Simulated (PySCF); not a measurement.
**How the method changes the constants of SH⁺**

State: ³Σ⁻ (triplet), unpaired electrons π ↑↑. Set-up: basis H cc-pVTZ, S cc-pV(T+d)Z; no relativity; PySCF 2.14. De refers to H + S⁺ in their high-spin ground configurations, without counterpoise correction. The functionals are run spin-unrestricted. A positive dipole points towards S; it is taken about the centre of mass and depends on that origin.

| Level | Re (Å) | ωe (cm⁻¹) | De (eV) | μ (D) |
| --- | --- | --- | --- | --- |
| UHF | 1.348 | 2722 | 2.71 | -1.34 |
| UHF-MP2 | 1.358 | 2620 | 3.39 | n/a |
| UHF-SCS-MP2 | 1.358 | 2616 | 3.52 | n/a |
| UHF-CCSD | 1.363 | 2572 | 3.55 | n/a |
| UHF-CCSD(T) | 1.365 | 2551 | 3.57 | n/a |
| PBE | 1.382 | 2460 | 3.87 | -1.31 |
| r²SCAN | 1.368 | 2543 | 3.86 | -1.33 |
| PBE0 | 1.369 | 2558 | 3.81 | -1.33 |
| r²SCAN0 | 1.360 | 2605 | 3.81 | -1.33 |
| M06 | 1.372 | 2489 | 3.78 | -1.24 |
| ωB97X | 1.362 | 2613 | 3.85 | -1.33 |
| B2PLYP | 1.364 | 2569 | 3.75 | -1.32 |

(1) Which functional lies closest to UHF-CCSD(T) in De, which farthest, and by how much do they differ from it?

(2) What does the step from GGA to meta-GGA do here, going from PBE to r²SCAN?

(3) What does a quarter of exact exchange do here, going from r²SCAN to r²SCAN0?

Correlated steps freeze 5 core orbitals. For an ion De counts to the pair picked by the measured ionisation energies or electron affinities, which need not be the lowest pair at this level. B2PLYP dipoles, levels and charges come from its SCF part alone. The state was picked by a PBE0 search and need not be the measured ground state.

## Answers

(1) Closest is B2PLYP (-0.1 pm in Re, +0.7 % in ωe, +0.18 eV in De against UHF-CCSD(T) in the same basis), farthest PBE (+1.7 pm in Re, -3.6 % in ωe, +0.30 eV in De). CCSD(T) converges more slowly with the basis than the functionals do and binds too weakly in this one, so the order can change at the basis-set limit.

(2) r²SCAN less PBE: -1.4 pm in Re, +3.4 % in ωe, -0.01 eV in De. 

(3) r²SCAN0 less r²SCAN: -0.8 pm in Re, +2.4 % in ωe, -0.05 eV in De. Exact exchange removes part of the self-interaction that spreads semilocal densities, and in most molecules shortens and stiffens the bond and lowers De; so it does here.
